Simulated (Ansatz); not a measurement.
## Ansatz (development build ahead of 0.2.0) run

```yaml
crystal:
  periodic: [false, false, false]
  atoms:
    - { symbol: C, position_ang: [0.0, 0.0, 0.0] }
    - { symbol: H, position_ang: [0.93, 0.0, -0.56] }
    - { symbol: H, position_ang: [-0.93, 0.0, -0.56] }
    - { symbol: C, position_ang: [0.0, 0.0, 1.41] }
    - { symbol: H, position_ang: [0.93, 0.0, 1.97] }
    - { symbol: H, position_ang: [-0.93, 0.0, 1.97] }
basis:
  gaussian: { orbitals: def2-SVP }
total_charge: 1
magnetization:
  initial_magnetization: 1
hamiltonian:
  xc: pbe0
scf:
  omitted_lower_state_checks: [starts, atomic_configurations, cluster_reference, orbital_swaps, given_window_search, neighbouring_geometries, increment]
```

The input is written out in the form of the current development build from the run's settings.

Output:

```yaml
Converged: yes
Total_energy: -78.04509 hartree
Spin_squared_of_the_determinant: 0.750
Stability_test: minimum among restricted orbitals
```
